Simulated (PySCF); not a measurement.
Potential energy curve for CHF3, SMILES FC(F)F. The C2–H5 bond (C2 also carries F, F, F; H5 carries nothing else) is stretched with both fragments frozen at the PBE0/def2-TZVP optimised geometry.

Calculation: unrestricted PBE0/def2-TZVP in PySCF.

Q: Relative to R = 1.09 Å, what are the energies at R = 0.87, 0.94, 1.46, 1.81 Å?

A: 127.4 kJ/mol at 0.87 Å, 51.4 kJ/mol at 0.94 Å, 117.6 kJ/mol at 1.46 Å, 277.5 kJ/mol at 1.81 Å.

The unrestricted determinant behind UKS-PBE0 is spin-contaminated at 2.18 to 3.24 Å (<S²> up to 1.0, against 0.00 for a pure singlet).
